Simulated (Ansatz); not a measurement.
Carbon monoxide, CO from Hartree–Fock to CCSD(T)

```json
{"atom": "C1", "x (Å)": "-0.358", "y (Å)": "0.406", "z (Å)": "0.149"}
{"atom": "O2", "x (Å)": "0.358", "y (Å)": "-0.406", "z (Å)": "-0.149"}
```

Charge 0, multiplicity 1. The geometry is a stationary point of PBE0-D4/def2-TZVP. Frozen core, restricted reference, the Gaussian-basis code of Ansatz. CBS rows extrapolate triple and quadruple zeta.

```
      basis     HF (Eh)  MP2 corr.  CCSD corr.       (T)  CCSD(T) total
   def2-SVP  -112.64641   -0.28623    -0.29323  -0.01073     -112.95037
 def2-TZVPP  -112.78607   -0.35232    -0.35616  -0.01657     -113.15880
 def2-QZVPP  -112.79086   -0.37876    -0.37867  -0.01833     -113.18786
  CBS(def2)  -112.79151   -0.39835    -0.39535  -0.01963     -113.20649
cc-pV(D+d)Z  -112.74968   -0.28588    -0.29376  -0.01052     -113.05396
cc-pV(T+d)Z  -112.78088   -0.35428    -0.35761  -0.01676     -113.15525
cc-pV(Q+d)Z  -112.78944   -0.38019    -0.37997  -0.01836     -113.18777
    CBS(cc)  -112.79201   -0.39864    -0.39590  -0.01949     -113.20740
```
